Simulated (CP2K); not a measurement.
# One shape, several levels: triplet C2HClF2

Wanted: a comparison of 4 runs (UHF/3-21G, PM3, PM6, GFN1-xTB) of triplet C2HClF2. 

The calculation is run with CP2K 2026.2.

2 further runs of the same task are left out: 1 that didn't finish, 1 set aside as unsound or not needed.

## (1) The molecule

C2HClF2: 6 atoms, total charge 0, spin state triplet. SMILES of the parent species: `FC(F)=CCl`. The coordinates come from a PBE0-D4/def2-TZVP relaxation. That shape belongs to the parent species and isn't relaxed for this state.

Bond lengths: F1–C2 1.312 Å, C2–F3 1.305 Å, C2–C4 1.321 Å, C4–Cl5 1.706 Å, C4–H6 1.079 Å. Angles: F1–C2–F3 111.1°, F1–C2–C4 123.1°, F3–C2–C4 125.8°, C2–C4–Cl5 122.3°, C2–C4–H6 120.1°, Cl5–C4–H6 117.5°.

## (2) A single-point energy at UHF/3-21G (run 1)

Contents of mol.inp:

```
&GLOBAL
  PROJECT_NAME mol
  RUN_TYPE ENERGY
  PRINT_LEVEL MEDIUM
&END GLOBAL
&FORCE_EVAL
  METHOD Quickstep
  &DFT
    BASIS_SET_FILE_NAME ./3_21g.basis
    POTENTIAL_FILE_NAME POTENTIAL
    MULTIPLICITY 3
    UNRESTRICTED_KOHN_SHAM T
    &QS
      METHOD GAPW
      EPS_DEFAULT 1.0E-10
    &END QS
    &MGRID
      CUTOFF 280
      REL_CUTOFF 50
      NGRIDS 4
    &END MGRID
    &POISSON
      PERIODIC NONE
      POISSON_SOLVER MULTIPOLE
    &END POISSON
    # SCF settings
    &SCF
      SCF_GUESS ATOMIC
      EPS_SCF 1.0E-06
      MAX_SCF 30
      &OT
        MINIMIZER DIIS
        PRECONDITIONER FULL_ALL
      &END OT
      &OUTER_SCF
        EPS_SCF 1.0E-06
        MAX_SCF 5
      &END OUTER_SCF
    &END SCF
    # functional
    &XC
      &XC_FUNCTIONAL NONE
      &END XC_FUNCTIONAL
      # exact exchange
      &HF
        FRACTION 1
        &SCREENING
          EPS_SCHWARZ 1.0E-10
        &END SCREENING
        &MEMORY
          MAX_MEMORY 1050
        &END MEMORY
      &END HF
    &END XC
    # extra output
    &PRINT
      &MOMENTS
        PERIODIC F
        REFERENCE COM
        MAX_MOMENT 1
      &END MOMENTS
      &MO_CUBES
        NLUMO 5
        NHOMO -1
        WRITE_CUBE F
      &END MO_CUBES
      &LOWDIN ON
      &END LOWDIN
      &HIRSHFELD OFF
      &END HIRSHFELD
    &END PRINT
  &END DFT
  &SUBSYS
    &CELL
      ABC 8.9 10.1 9.9
      PERIODIC NONE
    &END CELL
    &COORD
      F      5.420010     4.329930     6.397070
      C      4.786650     4.578110     5.275400
      F      4.711510     3.507690     4.532300
      C      4.300640     5.767080     4.968480
      Cl     3.479990     6.066740     3.502930
      H      4.415200     6.592310     5.654000
    &END COORD
    &KIND F
      BASIS_SET 3-21G
      POTENTIAL ALL
      LEBEDEV_GRID 194
      RADIAL_GRID 100
    &END KIND
    &KIND C
      BASIS_SET 3-21G
      POTENTIAL ALL
      LEBEDEV_GRID 194
      RADIAL_GRID 100
    &END KIND
    &KIND Cl
      BASIS_SET 3-21G
      POTENTIAL ALL
      LEBEDEV_GRID 194
      RADIAL_GRID 100
    &END KIND
    &KIND H
      BASIS_SET 3-21G
      POTENTIAL ALL
      LEBEDEV_GRID 194
      RADIAL_GRID 100
    &END KIND
  &END SUBSYS
&END FORCE_EVAL
```

Command:

```bash
$ OMP_NUM_THREADS=1 cp2k.psmp -i mol.inp > mol.out 2>&1
```

Log:

```text
CP2K| version string:                                       CP2K version 2026.2
[...]
 GLOBAL| Method name                                                        CP2K
[...]
 GLOBAL| Run type                                                         ENERGY
[...]
 DFT| Spin unrestricted (spin-polarized) Kohn-Sham calculation               UKS
 DFT| Multiplicity                                                             3
[...]
 DFT| Charge                                                                   0
[...]
 QS| Method:                                                                GAPW
[...]
 QS| Density cutoff [a.u.]:                                                140.0
[...]
 QS| Relative density cutoff [a.u.]:                                        25.0
[...]
                             - Atoms:                                          6
[...]
                             - Spherical basis functions:                     51
[...]
 Number of electrons:                                                         25
[...]
     1 OT DIIS     0.15E+00    0.8     0.25436702      -699.9298835140 -7.00E+02
[...]
     7 OT DIIS     0.15E+00    0.3     0.00000091      -730.8012413103 -6.61E-06
  *** SCF run converged in     7 steps ***
[...]
  Overlap energy of the core charge distribution:               0.00000740187604
  Self energy of the core charge distribution:               -467.60517296327743
  Core Hamiltonian energy:                                   -285.40214030796733
  Hartree energy:                                             125.49935988470665
  Exchange-correlation energy:                                  0.00000000000000
  Hartree-Fock Exchange energy:                               -58.46374444320621
[...]
 HOMO - LUMO gap [eV] :   13.668307
 ENERGY| Total FORCE_EVAL ( QS ) energy [hartree]           -730.801241310289470
[...]
```

Wall time 23 s (1 thread of Arm Neoverse V2, shared host); peak memory 0.49 GiB.

## (3) A single-point energy at PM3 (run 2)

Contents of mol.inp:

```
&GLOBAL
   PROJECT mol
   RUN_TYPE ENERGY
   PRINT_LEVEL MEDIUM
&END
&FORCE_EVAL
   METHOD Quickstep
   &DFT
      MULTIPLICITY 3
      SPIN_POLARIZED T
      ! Quickstep
      &QS
         METHOD PM3
         EPS_DEFAULT 1.0E-10
         &SE
            &COULOMB
               CUTOFF [angstrom] 50
               RC_RANGE [angstrom] 0
            &END
            &EXCHANGE
               CUTOFF [angstrom] 50
               RC_RANGE [angstrom] 0
            &END
         &END
      &END
      ! no periodic images
      &POISSON
         PERIODIC NONE
         POISSON_SOLVER ANALYTIC
      &END
      ! self-consistent field
      &SCF
         SCF_GUESS ATOMIC
         EPS_SCF 1.0E-07
         MAX_SCF 50
         &OT
            MINIMIZER DIIS
            PRECONDITIONER FULL_ALL
         &END
         &OUTER_SCF
            EPS_SCF 1.0E-07
            MAX_SCF 5
         &END
      &END
      ! extra output
      &PRINT
         &MOMENTS
            PERIODIC F
            REFERENCE COM
            MAX_MOMENT 1
         &END
         &MO_CUBES
            NLUMO 1
            NHOMO -1
            WRITE_CUBE F
         &END
         &HIRSHFELD OFF
         &END
      &END
   &END
   &SUBSYS
      ! box in angstrom
      &CELL
         ABC 11.9 13.1 12.9
         PERIODIC NONE
      &END
      &COORD
         SCALED T
         F    0.58151345   0.44503282   0.61217597
         C    0.52828992   0.46397786   0.52522481
         F    0.52197563   0.38226641   0.46762016
         C    0.48744874   0.55473893   0.50143256
         Cl   0.41848655   0.57761374   0.38782403
         H    0.49707563   0.61773359   0.55457364
      &END
   &END
&END
```

Command:

```bash
$ OMP_NUM_THREADS=1 cp2k.psmp -i mol.inp > mol.out 2>&1
```

Log:

```text
CP2K| version string:                                       CP2K version 2026.2
[...]
 GLOBAL| Method name                                                        CP2K
[...]
 GLOBAL| Run type                                                         ENERGY
[...]
                             - Atoms:                                          6
[...]
                             - Spherical basis functions:                     21
[...]
 Number of electrons:                                                         16
[...]
     1 OT DIIS     0.15E+00    0.0     0.14781456       -49.6114797643 -4.96E+01
[...]
     6 OT DIIS     0.15E+00    0.0     0.00000006       -53.1794875645 -6.20E-12
  *** SCF run converged in     6 steps ***
  Core-core repulsion energy [eV]:                           2068.52291955063356
  Core Hamiltonian energy [eV]:                             -2378.90364988983492
  Two-electron integral energy [eV]:                        -2273.41343814473885
  Electronic energy [eV]:                                   -3515.61036896220412
  Total energy [eV]:                                        -1447.08744941157079
  Atomic reference energy [eV]:                              1445.73820076340894
  Heat of formation [kcal/mol]:                               -31.11441545325150
[...]
 SE_DIPOLE| Moment [Debye]          0.77196682      -1.59670159       0.64933594
 SE_DIPOLE| Derivative [a.u.]       0.00000000       0.00000000       0.00000000
 *** WARNING in qs_scf_post_se.F:140 :: Printing of MO cube files not ***
 *** implemented for Semi-Empirical method.                           ***
 ENERGY| Total FORCE_EVAL ( QS ) energy [hartree]            -53.179487564463223
[...]
```

It took 0.85 s on 1 thread of Arm Neoverse V2, shared host.

Run 3 isn't shown in full; the table further down has it.

## (4) A single-point energy at GFN1-xTB (run 4)

Contents of job.inp:

```
&GLOBAL
  PROJECT_NAME job
  RUN_TYPE ENERGY
  PRINT_LEVEL MEDIUM
&END

&FORCE_EVAL
  METHOD QUICKSTEP
  &DFT
    MULTIPLICITY 3
    SPIN_POLARIZED T
    &QS
      METHOD XTB
      EPS_DEFAULT 1.0E-10
      &XTB
        GFN_TYPE 1
        CHECK_ATOMIC_CHARGES F
      &END
    &END
    &POISSON
      PERIODIC NONE
      POISSON_SOLVER ANALYTIC
    &END
    &SCF
      SCF_GUESS ATOMIC
      EPS_SCF 1.0E-07
      MAX_SCF 50
      &OT
        MINIMIZER DIIS
        PRECONDITIONER FULL_ALL
      &END
      &OUTER_SCF
        EPS_SCF 1.0E-07
        MAX_SCF 5
      &END
    &END
    &PRINT
      &MOMENTS
        PERIODIC F
        REFERENCE COM
        MAX_MOMENT 1
      &END
      &MO_CUBES
        NLUMO 5
        NHOMO -1
        WRITE_CUBE F
      &END
      &HIRSHFELD OFF
      &END
    &END
  &END
  &SUBSYS
    &CELL
      ABC 13.9 15.1 14.9
      PERIODIC NONE
    &END
    &COORD
      SCALED T
      F    0.56978489   0.45231325   0.59711879
      C    0.52421942   0.46874901   0.52183893
      F    0.51881367   0.39786026   0.47196644
      C    0.48925468   0.54748874   0.50124027
      Cl   0.43021511   0.56733377   0.40288121
      H    0.49749640   0.60213974   0.54724832
    &END
  &END
&END
```

Command:

```bash
$ OMP_NUM_THREADS=1 cp2k.psmp job.inp > job.out
```

Log:

```text
CP2K| version string:                                       CP2K version 2026.2
[...]
 GLOBAL| Method name                                                        CP2K
[...]
 GLOBAL| Run type                                                         ENERGY
[...]
                             - Atoms:                                          6
[...]
                             - Spherical basis functions:                     27
[...]
 Number of electrons:                                                         16
[...]
     1 OT DIIS     0.15E+00    0.0     0.04116365       -18.9958731246 -1.90E+01
[...]
    14 OT DIIS     0.15E+00    0.0     0.00000007       -19.0850013962 -4.12E-12
  *** SCF run converged in    14 steps ***
[...]
 TB_DIPOLE| Moment [Debye]         -0.95040669       2.10229734      -0.72370316
 TB_DIPOLE| Derivative [a.u.]       0.00000000       0.00000000       0.00000000
[...]
 ENERGY| Total FORCE_EVAL ( QS ) energy [hartree]            -19.085001396175848
[...]
```

It took 0.44 s on 1 thread of Arm Neoverse V2, shared host.

## (5) All runs side by side

| run | level | scheme | SCF convergence threshold | energy (Eh) | dipole moment (D) | wall time |
| --- | --- | --- | --- | --- | --- | --- |
| 1 | UHF/3-21G | GAPW | 1e-06 | -730.801241 | 1.89 | 23 s |
| 2 | PM3 | – | 1e-07 | -53.179488 | 1.89 | 0.85 s |
| 3 | PM6 | – | 1e-07 | -53.380757 | 1.55 | 1.1 s |
| 4 | GFN1-xTB | – | 1e-07 | -19.085001 | 2.42 | 0.44 s |

## (6) What came out

| quantity | value |
| --- | --- |
| run 4: total energy | -19.08500 Eh |
| run 4: dipole moment (from atomic charges alone) | 2.42 D |
| run 4: HOMO energy (highest over α and β) | -6.59 eV |
| run 4: dispersion energy | -4.17 kJ/mol |

The dipole moment (its size) runs from 1.55 D (PM6) to 2.42 D (GFN1-xTB). Some of these are taken from atomic charges alone. Force-field and semi-empirical energies have zeros of their own, so their totals don't compare. All runs together took 25 s, the longest 23 s.
